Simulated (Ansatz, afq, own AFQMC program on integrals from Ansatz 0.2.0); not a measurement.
Integrals from Ansatz 0.2.0, then the random walk in our own AFQMC program (afq).

```yaml
crystal:
  periodic: [false, false, false]
  atoms:
    - {symbol: Si, position_ang: [0.000000, 0.067650, -0.078712]}
    - {symbol: H, position_ang: [0.000000, -1.225497, -0.823444]}
    - {symbol: H, position_ang: [0.439321, -0.329762, 1.508342]}
    - {symbol: H, position_ang: [-0.439321, -0.329762, 1.508342]}
basis:
  gaussian: {orbitals: cc-pVDZ}
total_charge: 1
magnetization: {spin_polarized: true, initial_magnetization: 2}
correlation: {method: ccsd_t, electrons: outside_noble_gas, hamiltonian_folder: ham}
```

```sh
$ ansatz run in.yaml --threads 1 --pin off --events-out ev --progress --plain --max-ram 1843MiB
```

afq runs on the folder ham with

```
--method free --trial cisd --walkers 70 --time-step 0.03 --max-blocks 80 --target-error 0.00029 --factor-cut 1e-05 --seed 5344 --times 0,0.3,0.6,1.2,1.8,2.4,3.6,4.8,6 --taylor-order 8
```

Times are imaginary, in 1/Eh. The walk had a cap of 499 s.

afq prints:

```
orbitals 28  electrons 4 2  factors 203 of 315
reference energy -290.24590448 Eh
CCSD correlation -0.09990626 Eh in 12 cycles, weight of the determinant in the CISD state 0.9344
repeat  energy at the last time / Eh  error
    10  -290.348087  0.000425
    20  -290.348437  0.000268
    30  -290.348551  0.000226
time / (1/Eh)  energy / Eh  error  mean overlap
  0.00  -290.345819  0.000033  1.0697
  0.30  -290.346959  0.000057  1.0792
  0.60  -290.347567  0.000082  1.0821
  1.20  -290.348207  0.000086  1.0761
  1.80  -290.348464  0.000124  1.0679
  2.40  -290.348653  0.000126  1.0508
  3.60  -290.348702  0.000195  1.0371
  4.80  -290.348732  0.000190  1.0069
  6.00  -290.348570  0.000222  1.0210
energy -290.348570 +/- 0.000222 Eh
```

The run passed its tests (error under three times the target), which doesn't prove that it has relaxed.

Against this walk (error 6.0 meV) on the same determinant: CCSD(T) 19.9 meV higher, CCSDT(Q) 0.6 meV higher (within the noise), full CI 0.3 meV higher (within the noise). The error is statistical, and a free projection of finite length keeps a remainder of its start.

Cautions: remainder of the start not in the error; lower spins were not checked.

The walk took 45 s on 1 thread of Arm Neoverse V2 (shared host). The log's last line is the free-projection energy.

CCSDT and higher add their correlation energy to the determinant of the CCSD(T) run, since their own runs factorise the integrals more tightly (a shift of under 2 meV). A walk keeps the symmetry of its determinant, which the program's search chose and which needn't be the lowest solution, so a lower state of the same spin and another symmetry isn't excluded.
